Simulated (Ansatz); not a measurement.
# NH− (doublet): the correlation ladder at distance N1–H2 = 2.755 Å, 6-31++G**

One table from this session's results is given with a row withheld; the runs are named, their logs left out.

The runs use Ansatz 0.2.0, Gaussian basis; 6-31++G**, core rule «outside noble gas», up to 1 orbitals frozen.

To be run: UHF; CCSD(T) on ROHF; CCSD(T) on UHF; BCCD(T) on ROHF; CISD; CCSDT(Q) on ROHF; CCSDT(Q) on UHF; CASSCF and MRCISD+Q, 3 electrons in 3 orbitals; CASSCF and NEVPT2, 3 electrons in 3 orbitals; CASSCF and MRCISD+Q, 7 electrons in 5 orbitals; CASSCF and NEVPT2, 7 electrons in 5 orbitals; Full CI.

24 further runs of the same task are left out: 18 that didn't finish, 6 set aside as unsound or not needed.

## The system

The geometry derives from a PBE0/def2-TZVPD stationary point (not a proven minimum). One bond is set to the value named and the two fragments are kept rigid.

2 atoms, charge -1, spin multiplicity 2.

Atoms are counted from 1 here; the program's logs count them from 0.

No contacts short enough for the rule that draws bonds.

The first run:

Contents of in.yaml:

```yaml
crystal:
  periodic: [false, false, false]
  atoms:
    - {symbol: N, position_ang: [0.000000, 0.000000, 0.000000]}
    - {symbol: H, position_ang: [0.000000, 0.000000, 2.755000]}
basis:
  gaussian: {orbitals: "6-31++G**"}
total_charge: -1
magnetization: {spin_polarized: true, initial_magnetization: 1}
hamiltonian: {xc: hf}
output: {orbitals: {seedname: orbitals}}
```

The run is started by

```bash
ansatz run in.yaml --threads 1 --pin off --events-out ev --progress --plain --max-ram 2393MiB
```

Steps of the session up to this table: UHF; CCSD(T) on ROHF; CCSD(T) on UHF; BCCD(T) on ROHF; CISD; CCSDT(Q) on ROHF; CCSDT(Q) on UHF; CASSCF and MRCISD+Q, 3 electrons in 3 orbitals; CASSCF and NEVPT2, 3 electrons in 3 orbitals; CASSCF and MRCISD+Q, 7 electrons in 5 orbitals; CASSCF and NEVPT2, 7 electrons in 5 orbitals; Full CI.

One of the session's tables, all rows but one given; the rest of the session is left out.

```
          method  from FCI (kcal/mol)
            ROHF              +128.40
            RMP2               +52.51
            CISD               +29.50
           RCCSD               +10.01
        RCCSD(T)                -0.12
         BCCD(T)                +2.56
          RCCSDT                    ?
       RCCSDT(Q)                -0.81
     CASSCF pair               +90.98
     NEVPT2 pair               +15.29
     MRCISD pair                +6.89
   MRCISD+Q pair                +1.05
  CASSCF valence               +90.62
  NEVPT2 valence               +23.92
  MRCISD valence                +6.63
MRCISD+Q valence                +0.82
             FCI                    0
```

Estimate the missing values for RCCSDT.

**Answer.** from FCI (kcal/mol): +1.42. In the column «from FCI (kcal/mol)» it lies between MRCISD+Q pair (+1.05) and BCCD(T) (+2.56).

Left out of the table: UHF, UMP2, UCCSD, UCCSD(T), UCCSDT, UCCSDT(Q) (another determinant or state than the rows shown).

To keep in mind: RCCSD(T), RCCSDT(Q) fall below full CI, which methods that aren't variational can do.
